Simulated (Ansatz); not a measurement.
Ideal-gas functions of `C[SiH3]` at 800 K and 1 bar, from an Ansatz frequency run at PBE0-D4/def2-TZVP.

Molar mass 46.14 g/mol, point group C3v (symmetry number 3), electronic degeneracy 1, moments of inertia 9.013, 46.165, 46.165 u Å². Harmonic wavenumbers (cm⁻¹, unscaled): 198, 514, 514, 707, 880, 880, 936, 952, 952, 1278, 1452, 1452, 2220, 2221, 2221, 3055, 3141, 3141.

Use S(trans) = R[1.5 ln M + 2.5 ln T − 1.1517]; rotational temperatures θ = 24.2544 K / I; S(rot) = R[ln(√π/σ · √(T³/θAθBθC)) + 1.5]; for each mode x = 1.438777 ν̃/T, S = R[x/(eˣ − 1) − ln(1 − e⁻ˣ)] and H = RT x/(eˣ − 1); 1 cm⁻¹ = 0.0119627 kJ/mol; R = 8.31446 J/(mol·K).

By hand: the entropy, in J/(mol·K).

Translation 177.2. Rotation: θ = 2.691, 0.5254, 0.5254 K, giving 92.7. Vibration, mode by mode: 16.94, 9.26, 9.26, 6.86, 5.31, 5.31, 4.90, 4.79, 4.79, 3.01, 2.35, 2.35, 0.78, 0.78, 0.78, 0.22, 0.20, 0.20, in all 78.1. Electronic 0.0. Sum 348.0 J/(mol·K).

By hand: H − E and G − E in kJ/mol, counted from the electronic energy.

Zero-point energy ½ × 26714 × 0.0119627 = 159.8; thermal vibration 36.3; translation, rotation and pV give 4 RT = 26.6. H − E = 222.7 kJ/mol, and G − E = 222.7 − 800 × 348.0/1000 = -55.7 kJ/mol.

Vibration gives 22 % of the entropy.
